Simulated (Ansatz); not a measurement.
A made-up structure of BSiNH5 (charge +1), closed shell:

```xyz
8
angstrom
B -0.5491 0.5952 -1.1180
Si -0.2310 0.3021 0.5362
N 0.7425 -0.8508 0.6263
H -1.5081 -0.0398 -1.5407
H 0.2168 1.4131 -1.6140
H -0.8193 1.0661 1.7770
H 0.9109 -1.0076 1.4513
H 1.2371 -1.4783 -0.1183
```

It is relaxed with PBE-D4/def2-SVP and then PBE0-D4/def2-TZVP (Ansatz 0.2.0). Atoms count as bonded within 1.22 times the sum of their covalent radii (H–H: 0.88 Å). The end point is not checked to be a true minimum.

(1) Does its bonding change? (A judgement: the text doesn't fix the answer.)

## Answers

(1) The calculation gives: No: no bond forms or breaks.

Where it ends: The first stage lowers the energy by 3.15 eV in 9 steps. It ends as BSiNH₅ ([BH2][SiH][NH2]), total charge +1:
```json
{"atom": "B1", "x (Å)": "-0.6920", "y (Å)": "0.7534", "z (Å)": "-1.3582"}
{"atom": "Si2", "x (Å)": "-0.1940", "y (Å)": "0.2593", "z (Å)": "0.5312"}
{"atom": "N3", "x (Å)": "0.8506", "y (Å)": "-0.9682", "z (Å)": "0.8677"}
{"atom": "H4", "x (Å)": "-1.6355", "y (Å)": "0.2259", "z (Å)": "-1.8521"}
{"atom": "H5", "x (Å)": "-0.0427", "y (Å)": "1.5764", "z (Å)": "-1.9180"}
{"atom": "H6", "x (Å)": "-0.7012", "y (Å)": "0.9269", "z (Å)": "1.7453"}
{"atom": "H7", "x (Å)": "1.1108", "y (Å)": "-1.2273", "z (Å)": "1.8116"}
{"atom": "H8", "x (Å)": "1.3041", "y (Å)": "-1.5465", "z (Å)": "0.1725"}
```

Labels in which every atom is bracketed show which atoms are joined, not bond orders.

For scale, one of the runs: PBE0-D4/def2-TZVP relaxation, 129 basis functions, launched by `ansatz run in.yaml --threads 2 --pin off --events-out ev --progress --plain --max-ram 4352MiB`. Hardware: 2 CPU threads of an Arm Neoverse V1, shared host. Wall time about 18 s.
